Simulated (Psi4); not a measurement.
**[PH4]+ (SMILES [PH4+]) at DLPNO-CCSD(T0)/3-21G (density fitting, density fitting for correlation, pno convergence normal)**

What is the energy change on altering one bond length of [PH4]+ at DLPNO-CCSD(T0)/3-21G (density fitting, density fitting for correlation, pno convergence normal)? 

The results are computed with Psi4 1.11.

4 further runs of the same task are left out: 4 set aside as unsound or not needed.

### Step 1. The molecule

[PH4]+: 5 atoms, total charge +1, spin state singlet. As SMILES, `[PH4+]`. The coordinates come from a GFN2-xTB relaxation.

Bond lengths: P1–H2 1.375 Å, P1–H3 1.375 Å, P1–H4 1.375 Å, P1–H5 1.375 Å. Angles: H2–P1–H3 109.5°, H2–P1–H4 109.5°, H2–P1–H5 109.5°, H3–P1–H4 109.5°, H3–P1–H5 109.5°, H4–P1–H5 109.5°.

### Step 2. The energy at DLPNO-CCSD(T0)/3-21G (density fitting, density fitting for correlation, pno convergence normal)

input.inp reads:

```
memory 1.6 GB

molecule molecule1 {
  1 1
  P     -0.00003779     0.00000000     0.00009449
  H      2.56522763    -0.11589690     0.39769286
  H     -1.16656573    -1.92005623     1.30581965
  H     -0.49484368    -0.25275087    -2.53854469
  H     -0.90376152     2.28872290     0.83493769
  units bohr
  symmetry c1
}

set {
  basis 3-21G
  reference rhf
  freeze_core true
  pno_convergence normal
  scf_type df
}

result = energy('dlpno-ccsd(t0)')
print_variables()
```

The run is started by

```
$ psi4 -i input.inp -o input.out -n 1
```

input.out, shortened:

```text
[...]
  Running in c1 symmetry.
[...]
  Nuclear repulsion =   24.503795148253730
[...]
  Multiplicity = 1
[...]
  Nalpha       = 9
  Nbeta        = 9
[...]
    Number of basis functions: 21
[...]
   @DF-RHF iter   1:  -340.97400265152959    1.26942e-01   7.89961e-03 ADIIS/DIIS
[...]
    Orbital Energies [Eh]
    ---------------------
    Doubly Occupied:
       1A    -79.697360     2A     -7.781503     3A     -5.666847
       4A     -5.666846     5A     -5.666845     6A     -1.203058
       7A     -0.842730     8A     -0.842708     9A     -0.842661
[...]
  @DF-RHF Final Energy:  -340.99760364720299
   => Energetics <=
    Nuclear Repulsion Energy =             24.5037951482537295
    One-Electron Energy =                -514.5816843828079072
    Two-Electron Energy =                 149.0802855873511419
    Total Energy =                       -340.9976036472030501
[...]
 Multipole Moments:
 ------------------------------------------------------------------------------------
     Multipole            Electronic (a.u.)      Nuclear  (a.u.)        Total (a.u.)
 ------------------------------------------------------------------------------------
 L = 1.  Multiply by 2.5417464519 to convert [e a0] to [Debye]
 Dipole X            :         -0.0001171            0.0000942           -0.0000229
 Dipole Y            :         -0.0000270            0.0000086           -0.0000184
 Dipole Z            :          0.0001924           -0.0002140           -0.0000216
 Magnitude           :                                                    0.0000365
[...]
   * WARNING: This answer will likely vary from one obtained by a energy('dlpno-mp2') call
                due to lack of a semi-canonical MP2 prescreening step in DLPNO-MP2, as well
[...]
  @LCCSD iter   7:  -0.093777181372 -1.184e-07  7.701e-07  6.064e-07        0
[...]
  "DLPNO PNO TRUNCATION ERROR"      =>      -0.000002552462
  "DLPNO SC-LMP2 PAIR ENERGY"       =>       0.000000000000
[...]
```

Run time: 1.4 s. Hardware: 1 thread of Intel Xeon 6975P-C (Granite Rapids), shared host; peak memory 0.19 GiB.

### Step 3. The distorted shape

job.in reads:

```
memory 1.6 GB

molecule geom {
  1 1
  P
  H 1 R2
  H 1 R3 2 A3
  H 1 R4 3 A4 2 D4
  H 1 R5 3 A5 4 D5

  R2 = 2.7501
  R3 = 1.375079
  A3 = 109.47153
  R4 = 1.375189
  A4 = 109.48301
  D4 = 119.9904
  R5 = 1.375039
  A5 = 109.46648
  D5 = 120.00194
  units angstrom
  symmetry c1
}

set {
  reference       rhf
  freeze_core     true
  pno_convergence normal
  scf_type        df
}

energy('dlpno-ccsd(t0)/3-21G')
print_variables()
```

The run is started by

```
$ psi4 -i job.in -o job.out -n 1
```

job.out, shortened:

```text
[...]
  Running in c1 symmetry.
[...]
  Nuclear repulsion =   21.369281929427302
[...]
  Multiplicity = 1
[...]
  Nalpha       = 9
  Nbeta        = 9
[...]
    Number of basis functions: 21
[...]
   @DF-RHF iter   1:  -340.80445356519255   -5.58405e-02   6.39209e-03 DIIS/ADIIS
[...]
    Orbital Energies [Eh]
    ---------------------
    Doubly Occupied:
       1A    -79.681337     2A     -7.755029     3A     -5.641183
       4A     -5.641182     5A     -5.638610     6A     -1.135881
       7A     -0.808059     8A     -0.808040     9A     -0.615917
[...]
  @DF-RHF Final Energy:  -340.83171579277632
   => Energetics <=
    Nuclear Repulsion Energy =             21.3692819294273022
    One-Electron Energy =                -508.9515186494538170
    Two-Electron Energy =                 146.7505209272501929
    Total Energy =                       -340.8317157927763219
[...]
 Multipole Moments:
 ------------------------------------------------------------------------------------
     Multipole            Electronic (a.u.)      Nuclear  (a.u.)        Total (a.u.)
 ------------------------------------------------------------------------------------
 L = 1.  Multiply by 2.5417464519 to convert [e a0] to [Debye]
 Dipole X            :          0.0000807           -0.0001739           -0.0000933
 Dipole Y            :          0.0001425           -0.0001444           -0.0000019
 Dipole Z            :          0.1394756            1.1770928            1.3165684
 Magnitude           :                                                    1.3165684
[...]
   * WARNING: This answer will likely vary from one obtained by a energy('dlpno-mp2') call
                due to lack of a semi-canonical MP2 prescreening step in DLPNO-MP2, as well
[...]
  @LCCSD iter  11:  -0.140281112211 -4.279e-07  8.436e-07  4.621e-07        0
[...]
    WARNING: T1 Diagnostic is greater than 0.02, CCSD results may be unreliable!
[...]
  "DLPNO PNO TRUNCATION ERROR"      =>      -0.000007257955
  "DLPNO SC-LMP2 PAIR ENERGY"       =>       0.000000000000
[...]
```

It took 1.5 s on 1 thread of Intel Xeon 6975P-C (Granite Rapids), shared host; peak memory 0.19 GiB.

### Step 4. Outcome

Level: DLPNO-CCSD(T0)/3-21G (density fitting, density fitting for correlation, pno convergence normal), 5 core orbitals frozen.

```
                                                         quantity          value
                                        first shape: total energy  -341.09221 Eh
                 first shape: HOMO energy (Hartree–Fock orbitals)      -22.93 eV
                 first shape: LUMO energy (Hartree–Fock orbitals)       -1.69 eV
               first shape: HOMO–LUMO gap (Hartree–Fock orbitals)       21.24 eV
         first shape: correlation energy (5 core orbitals frozen)      -94.6 mEh
                                      first shape: (T) correction      -0.83 mEh
                                       first shape: T1 diagnostic          0.003
                                    distorted shape: total energy  -340.97567 Eh
             distorted shape: HOMO energy (Hartree–Fock orbitals)      -16.76 eV
             distorted shape: LUMO energy (Hartree–Fock orbitals)       -7.98 eV
           distorted shape: HOMO–LUMO gap (Hartree–Fock orbitals)        8.78 eV
     distorted shape: correlation energy (5 core orbitals frozen)     -144.0 mEh
                                  distorted shape: (T) correction      -3.67 mEh
                                   distorted shape: T1 diagnostic          0.055
energy change with the P1–H2 bond stretched from 1.375 to 2.750 Å       3.171 eV
```

In words: With the P1–H2 bond stretched from 1.375 to 2.750 Å the energy rises by 3.17 eV (73 kcal/mol). The first shape isn't relaxed at this level, so the change isn't measured from a minimum. The triples (first shape) make up 0.9 % of the correlation energy. The T1 diagnostic (distorted shape) of 0.055 is above the customary mark for such species, so a single reference may not serve. The triples (distorted shape) make up 2.5 % of the correlation energy.
